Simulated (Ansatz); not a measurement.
SiH2, triplet in cc-pVDZ: errors against full CI

Geometry: a PBE0/def2-TZVP stationary point for this spin, not checked as a minimum. The singlet lies 0.3 eV lower here.

```xyz
3

Si    0.0000   -0.0507    0.0000
H     0.0000    0.7069   -1.2784
H     0.0000    0.7069    1.2784
```

Basis cc-pVDZ; Ansatz 0.2.0. Correlated methods freeze the noble-gas cores, which leaves 6 electrons in 23 orbitals. R marks a restricted (for open shells ROHF) determinant, U an unrestricted one. Active spaces: valence = (6e, 6o) chosen from the atoms' valence shells.

Full CI is exact within this basis and frozen core; it isn't the basis-set limit. The frozen core follows each run's orbitals, which can shift R against U totals by a few meV.

For open shells CISD and CISDTQ are restricted-active-space CI with the open shells as a complete middle space.

The UHF ⟨S²⟩ is 2.006, the T1 diagnostic (RCCSD) is 0.0200 and the largest doubles amplitude (RCCSD) is 0.045. The T1 diagnostic (UCCSD) is 0.0149.

```json
{"level": "RHF", "E − E(full CI) (mEh)": "98.65", "share of correlation (%)": "0.00", "wall time": "–"}
{"level": "UHF", "E − E(full CI) (mEh)": "96.88", "share of correlation (%)": "1.80", "wall time": "–"}
{"level": "RMP2", "E − E(full CI) (mEh)": "24.59", "share of correlation (%)": "75.07", "wall time": "–"}
{"level": "UMP2", "E − E(full CI) (mEh)": "24.45", "share of correlation (%)": "75.22", "wall time": "–"}
{"level": "CISD", "E − E(full CI) (mEh)": "4.67", "share of correlation (%)": "95.27", "wall time": "0.45 s"}
{"level": "RCCSD", "E − E(full CI) (mEh)": "2.51", "share of correlation (%)": "97.46", "wall time": "–"}
{"level": "UCCSD", "E − E(full CI) (mEh)": "2.48", "share of correlation (%)": "97.49", "wall time": "–"}
{"level": "RCCSD(T)", "E − E(full CI) (mEh)": "0.64", "share of correlation (%)": "99.35", "wall time": "0.3 s"}
{"level": "UCCSD(T)", "E − E(full CI) (mEh)": "0.63", "share of correlation (%)": "99.36", "wall time": "0.27 s"}
{"level": "BCCD(T)", "E − E(full CI) (mEh)": "0.64", "share of correlation (%)": "99.35", "wall time": "0.39 s"}
{"level": "RCCSDT", "E − E(full CI) (mEh)": "0.04", "share of correlation (%)": "99.96", "wall time": "–"}
{"level": "UCCSDT", "E − E(full CI) (mEh)": "0.03", "share of correlation (%)": "99.97", "wall time": "–"}
{"level": "CISDTQ", "E − E(full CI) (mEh)": "0.05", "share of correlation (%)": "99.95", "wall time": "1.1 s"}
{"level": "RCCSDT(Q)", "E − E(full CI) (mEh)": "0.01", "share of correlation (%)": "99.99", "wall time": "2.2 s"}
{"level": "UCCSDT(Q)", "E − E(full CI) (mEh)": "0.00", "share of correlation (%)": "100.00", "wall time": "2 s"}
{"level": "RCCSDTQ", "E − E(full CI) (mEh)": "0.00", "share of correlation (%)": "100.00", "wall time": "10 s"}
{"level": "CASSCF (valence space)", "E − E(full CI) (mEh)": "67.97", "share of correlation (%)": "31.11", "wall time": "–"}
{"level": "NEVPT2 (valence space)", "E − E(full CI) (mEh)": "21.42", "share of correlation (%)": "78.29", "wall time": "0.27 s"}
{"level": "MRCISD (valence space)", "E − E(full CI) (mEh)": "2.81", "share of correlation (%)": "97.15", "wall time": "–"}
{"level": "MRCISD+Q (valence space)", "E − E(full CI) (mEh)": "0.14", "share of correlation (%)": "99.86", "wall time": "0.57 s"}
```

The correlation energy at full CI, counted from RHF, is -2.685 eV. That run took 2 s on 1 thread of Arm Neoverse V2, shared host over 781,936 determinants.

Times hold each run's SCF and search for its determinant on a shared host, so for small cases they say little of a method's own cost; they ran on 1 thread of Arm Neoverse V2.

The full-CI state has the irrep B1 of C2v, in the program's axes.

Natural occupations of full CI about the gap: 1.955 1.945 0.992 0.987 0.031 0.022 0.010 0.009 0.009 0.008; effectively unpaired electrons, Σ n²(2−n)², 2.03.
